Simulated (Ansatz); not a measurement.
Cost and result for the atomization energy of H5N2Si, SMILES `[NH][SiH2]N` radical (8 atoms, 7 bonds).

```xyz
8

N     1.499   -0.042    0.797
Si    0.162   -0.264   -0.312
N    -1.276    0.551    0.110
H     2.339   -0.548    0.505
H     0.597    0.248   -1.642
H    -0.143   -1.722   -0.356
H    -1.837    0.225    0.881
H    -1.339    1.551    0.016
```

Total charge 0; spin multiplicity 2. The structure was optimised at the PBE0-D4/def2-TZVP level. It is one conformer, not always the lowest. Program: Ansatz. Hardware: A = 2 threads of a server CPU on a shared host; B = 2 threads of an AMD EPYC 7R13 on a shared host and a share of an NVIDIA H100 80 GB. Times are those of one run each, without the atoms' runs, and a repeat can differ threefold. Electronic energies, without spin–orbit coupling; frozen cores. CCSD(T)/CBS extrapolates def2-TZVPP and def2-QZVPP, and its time is that of the two runs behind it. T1 = 0.013; ⟨S²⟩ of the reference is 0.76. B3LYP takes the VWN-RPA correlation (the form of Gaussian; ORCA's B3LYP/G).

CCSD(T)/CBS is a level of theory with its own doubt, some kJ/mol a heavy atom from the limit and from the frozen cores, so smaller differences don't rank the functionals.

```json
{"level": "LDA (SPW92)/def2-TZVPP [A]", "functions": "174", "wall time": "2.8 s"}
{"level": "PBE0-D4/def2-TZVPP [A]", "functions": "174", "wall time": "4.2 s"}
{"level": "B3LYP-D4/def2-TZVPP (with forces) [A]", "functions": "174", "wall time": "4.6 s"}
{"level": "PBE-D4/def2-TZVPP (with forces) [A]", "functions": "174", "wall time": "4.8 s"}
{"level": "CAM-B3LYP-D4/def2-TZVPP [A]", "functions": "174", "wall time": "4.8 s"}
{"level": "CCSD(T)/def2-SVP [A]", "functions": "71", "wall time": "5 s"}
{"level": "BHLYP-D4/def2-TZVPP [A]", "functions": "174", "wall time": "5.5 s"}
{"level": "r2SCAN-D4/def2-TZVPP (with forces) [A]", "functions": "174", "wall time": "6.5 s"}
{"level": "PBE-QIDH/def2-TZVPP [A]", "functions": "174", "wall time": "7 s"}
{"level": "CCSD(T)/def2-TZVPP [B]", "functions": "174", "wall time": "7 s"}
{"level": "B2PLYP/def2-TZVPP [A]", "functions": "174", "wall time": "7.5 s"}
{"level": "CCSD(T)/def2-QZVPP [B]", "functions": "334", "wall time": "19 s"}
{"level": "CCSD(T)/CBS(def2)", "functions": "–", "wall time": "26 s"}
```

Task: What atomization energy does each give, and how far from CCSD(T)/CBS? (Best estimate.)

Result: Computed: 
```csv
level,atomization (kcal/mol),difference from CCSD(T)/CBS,per bond
LDA (SPW92)/def2-TZVPP [A],680.2,81.4,11.6
PBE0-D4/def2-TZVPP [A],595.1,-3.7,-0.5
B3LYP-D4/def2-TZVPP (with forces) [A],605.3,6.5,0.9
PBE-D4/def2-TZVPP (with forces) [A],607.1,8.3,1.2
CAM-B3LYP-D4/def2-TZVPP [A],607.1,8.3,1.2
CCSD(T)/def2-SVP [A],540.8,-58.0,-8.3
BHLYP-D4/def2-TZVPP [A],587.3,-11.5,-1.6
r2SCAN-D4/def2-TZVPP (with forces) [A],597.3,-1.5,-0.2
PBE-QIDH/def2-TZVPP [A],586.9,-11.9,-1.7
CCSD(T)/def2-TZVPP [B],577.5,-21.3,-3.0
B2PLYP/def2-TZVPP [A],593.9,-4.9,-0.7
CCSD(T)/def2-QZVPP [B],590.4,-8.4,-1.2
CCSD(T)/CBS(def2),598.8,0.0,0.0
```

At CCSD(T), def2-SVP lies −58.0 kcal/mol from the extrapolated value and def2-TZVPP −21.3 kcal/mol: correlation converges slowly with the basis, and small sets miss more of it in the bonded molecule than in its fragments. From PBE to PBE0 (25 % exact exchange), in def2-TZVPP and without D4, the atomization energy moves by −11.6 kcal/mol: exact exchange takes away binding that semilocal exchange gives to molecules. The D4 term adds +4.5 kcal/mol with B3LYP and +2.3 kcal/mol with PBE0; it sums over pairs of atoms, weighted by their polarisabilities, and B3LYP, whose exchange is more repulsive, gets the larger term.
